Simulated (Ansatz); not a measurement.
Geometry optimisation, Ansatz, UKS PBE0-D4/STO-3G.

input.yaml

```yaml
crystal:
  periodic: [false, false, false]
  atoms:
    - { symbol: C, position_ang: [0.2606, -0.2471, -1.2118] }
    - { symbol: S, position_ang: [-0.8334, 1.1062, -0.6727] }
    - { symbol: H, position_ang: [-0.0668, -1.1813, -0.7653] }
    - { symbol: H, position_ang: [1.2561, 0.0066, -0.8618] }
    - { symbol: H, position_ang: [0.2539, -0.3111, -2.2951] }
    - { symbol: H, position_ang: [-1.936, 0.6449, -1.2614] }
    - { symbol: O, position_ang: [1.1162, 0.8468, 2.3161] }
    - { symbol: C, position_ang: [0.3491, -0.0009, 2.3537] }
    - { symbol: O, position_ang: [-0.3997, -0.8642, 2.3982] }
magnetization:
  spin_polarized: true
basis:
  gaussian: { orbitals: STO-3G }
hamiltonian:
  xc: pbe0
  dispersion: d4
relax:
  f_tol: 0.02
  max_steps: 40
output:
  orbitals: {}
```

Run as:

```bash
$ ansatz run input.yaml --threads 1 --pin off --max-ram 2048MiB --backend cpu --events-out ev --progress --plain --runs-dir out
```

Task: Where does it end, and by what steps?

Result: The run converged. The force dipped under the threshold on the way, but the program's further checks kept it going. Limits of this set-up: minimal basis. After 34 steps the energy has fallen by 0.775 eV; O7 moved furthest, 1.07 Å.

```tsv
step	energy less start (eV)	largest force component (eV/Å)	accepted
0	0.0000	7.385	yes
2	-0.7446	0.215	yes
4	-0.7523	0.194	yes
6	-0.7557	0.139	yes
8	-0.7585	0.115	yes
10	-0.7604	0.123	yes
12	-0.7618	0.220	yes
14	-0.7639	0.225	yes
16	-0.7665	0.209	yes
18	-0.7688	0.209	yes
20	-0.7698	0.344	no
22	-0.7712	0.023	yes
24	-0.7725	0.330	yes
26	-0.7740	0.091	yes
28	-0.7747	0.043	yes
30	-0.7749	0.055	yes
32	-0.7750	0.013	yes
34	-0.7751	0.019	yes
```

```xyz
9
Properties=species:S:1:pos:R:3
C 0.271 -0.334 -1.305
S -0.243 1.224 -0.537
H 0.122 -1.187 -0.626
H 1.341 -0.265 -1.533
H -0.265 -0.532 -2.243
H -1.556 0.888 -0.494
O 0.202 1.173 2.754
C 0.107 0.086 2.207
O 0.022 -1.054 1.776
```

Run time: 76 s on 1 thread of Arm Neoverse V2 (shared host), peak memory 0.14 GiB.
